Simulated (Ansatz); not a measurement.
# C3H2O: up Jacob's ladder to CCSD(T)

Aim: compute C3H2O with functionals from several rungs and with coupled cluster, and see how far each lands from CCSD(T) at the basis-set limit for the atomisation energy.

Program: Ansatz 0.2.0, Gaussian basis. Level of theory: functionals in def2-TZVPP, the program's frozen cores in correlated methods. These are calculated values, not measurements.

The runs, in order: LDA (SPW92), PBE-D4, revPBE-D4, BLYP-D4, r2SCAN-D4, B97M-V, PBE0-D4, B3LYP-D4, r2SCANh-D4, r2SCAN0-D4, HSE06-D4, BHLYP-D4, CAM-B3LYP-D4, LC-ωPBE, ωB97X-V, ωB97M-V, B2PLYP, PBE-QIDH; CCSD(T)/def2-SVP; CCSD(T)/def2-TZVPP; MP2/def2-QZVPP; extrapolation to the limit; RPA on PBE.

## 1. The geometry

An earlier PBE0-D4 in a triple-zeta def2 set relaxation fixed the geometry.

SMILES `C1=COC=1`, 6 atoms, charge 0, spin multiplicity 1.

Atoms are counted from 1 here; the program's logs count them from 0.

Bond lengths: C1–C2 1.335 Å, C1–C4 1.335 Å, C2–O3 1.537 Å, C2–H5 1.081 Å, O3–C4 1.538 Å, C4–H6 1.081 Å. Angles: C2–C1–C4 122.0°, C1–C2–O3 69.5°, C1–C2–H5 130.0°, O3–C2–H5 117.5°, C2–O3–C4 98.9°, C1–C4–O3 69.5°, C1–C4–H6 130.0°, O3–C4–H6 117.4°.

## 2. LDA

This LDA is Slater exchange with PW92 correlation.

The input, in.yaml:

```yaml
crystal:
  periodic: [false, false, false]
  atoms:
    - {symbol: C, position_ang: [0.257726, 0.630011, 0.260394]}
    - {symbol: C, position_ang: [0.769620, 0.161388, -0.880042]}
    - {symbol: O, position_ang: [-0.301467, -0.798713, -0.337396]}
    - {symbol: C, position_ang: [-0.693289, -0.024012, 0.931673]}
    - {symbol: H, position_ang: [1.747868, -0.248491, -1.086285]}
    - {symbol: H, position_ang: [-1.738358, 0.215818, 1.065457]}
basis:
  gaussian: {orbitals: def2-TZVPP}
hamiltonian: {xc: lda}
output: {orbitals: {seedname: orbitals}}
```

Started as:

```bash
> ansatz run in.yaml --threads 2 --pin off --events-out ev --progress --plain --max-ram 4352MiB
```

The runs that follow: PBE-D4 (GGA); revPBE-D4 (GGA); BLYP-D4 (GGA); r2SCAN-D4 (meta-GGA); B97M-V (meta-GGA); B3LYP-D4 (hybrid); r2SCANh-D4 (hybrid); r2SCAN0-D4 (hybrid); HSE06-D4 (hybrid); BHLYP-D4 (hybrid); CAM-B3LYP-D4 (range-separated); LC-ωPBE (range-separated); ωB97X-V (range-separated); ωB97M-V (range-separated); B2PLYP (double hybrid); PBE-QIDH (double hybrid); CCSD(T) in def2-SVP; CCSD(T) in def2-TZVPP; MP2 in def2-QZVPP; RPA on PBE orbitals.

Q: Predict the results of all the runs planned. Wanted: atomisation energy, CCSD(T)/CBS; farthest beyond LDA; mean size of error, GGA; mean size of error, meta-GGA; mean size of error, hybrid; mean size of error, range-separated; mean size of error, double hybrid; gap, smallest and largest; T1 diagnostic.

**Answer**, as computed:

| quantity | value |
| --- | --- |
| atomisation energy, CCSD(T)/CBS | 535.8 kcal/mol |
| functionals within 2.7 kcal/mol (0.5 %) | B3LYP-D4, r2SCANh-D4, CAM-B3LYP-D4, LC-ωPBE, ωB97X-V, B2PLYP, PBE-QIDH |
| farthest beyond LDA | PBE-D4 (+43.3 kcal/mol) |
| mean size of error, GGA | 26.9 kcal/mol |
| mean size of error, meta-GGA | 10.4 kcal/mol |
| mean size of error, hybrid | 13.5 kcal/mol |
| mean size of error, range-separated | 1.3 kcal/mol |
| mean size of error, double hybrid | 1.6 kcal/mol |
| gap, smallest and largest | 1.88 eV (LDA (SPW92)), 9.29 eV (LC-ωPBE) |
| T1 diagnostic | 0.0214 |
| triples share of the correlation energy | 5.6 % |

**Reading.** LDA overbinds by 130.1 kcal/mol (24 %). PBE-D4 is off by +43.3 kcal/mol. Double hybrids carry the basis error of their MP2 part in triple zeta, and no dispersion term here, so their miss is partly the set-up's. The rungs range-separated, double hybrid miss on average by less than the doubt on the reference (2.7 kcal/mol), so they tie; GGA functionals have the largest mean beyond LDA (26.9 kcal/mol). The reference freezes the cores and leaves out relativity and excitations past (T), so misses under about 2.7 kcal/mol can't be ranked. Hartree-Fock recovers 58 % of the binding; the rest is correlation. CCSD(T) in def2-SVP is off by -34.3 kcal/mol, more than most functionals: a good method in a small basis is no reference. Orbital gaps span 1.9 to 9.3 eV; exact exchange widens them. The T1 diagnostic, 0.021, is a little above the customary 0.02. The restricted reference is unstable towards a spin-broken one.
